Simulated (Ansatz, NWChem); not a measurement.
How basis sets differ on BHF2 (SMILES FBF)

BHF2 has 4 atoms, charge 0, and is taken as a singlet. As SMILES, `FBF`. Geometry: relaxed at PBE0-D4/def2-TZVP.

```xyz
4

F     1.1543    0.4569   -0.3619
B    -0.0019   -0.0310    0.0252
F    -1.0954    0.5287   -0.4389
H    -0.0570   -0.9546    0.7756
```

Quantity: the atomisation enthalpy at 298 K, in kJ/mol. The values are calculated. The thermal term (zero-point and 298 K enthalpy, harmonic and unscaled) is that of PBE0-D4/def2-TZVP; the spin-orbit lowering of the free atoms at 298 K, 2.6 kJ/mol by their spectra, is taken off.

Measured value to compare with: NIST-JANAF tables; in doubt: it rests on an older heat of the boron atom gives the atomisation enthalpy at 298 K of the gas as 1681 kJ/mol.

```json
{"level": "BP86/6-31++G** (spherical functions)", "kind": "GGA", "program": "NWChem", "value (kJ/mol)": "1693", "computed − measured": "+12", "CPU time (all runs)": "5.2 s"}
{"level": "BP86/6-31+G* (spherical functions)", "kind": "GGA", "program": "NWChem", "value (kJ/mol)": "1694", "computed − measured": "+13", "CPU time (all runs)": "5 s"}
{"level": "BP86/6-311++G(2d,2p)", "kind": "GGA", "program": "NWChem", "value (kJ/mol)": "1705", "computed − measured": "+24", "CPU time (all runs)": "11 s"}
{"level": "BP86/6-31G* (spherical functions)", "kind": "GGA", "program": "NWChem", "value (kJ/mol)": "1739", "computed − measured": "+58", "CPU time (all runs)": "4.9 s"}
{"level": "BP86/6-311+G**", "kind": "GGA", "program": "NWChem", "value (kJ/mol)": "1681", "computed − measured": "0", "CPU time (all runs)": "7.6 s"}
{"level": "BP86/6-311++G(3df,3pd)", "kind": "GGA", "program": "NWChem", "value (kJ/mol)": "1719", "computed − measured": "+38", "CPU time (all runs)": "26 s"}
```

Nearest: BP86/6-311+G** (0 kJ/mol); farthest: BP86/6-31G* (spherical functions) (+58 kJ/mol). The measured heats of formation of B, Si, Al and metal atoms are uncertain by some kJ/mol each. Times are those of the runs behind each value, whatever else they computed, on shared processors of several kinds: orders of magnitude only.
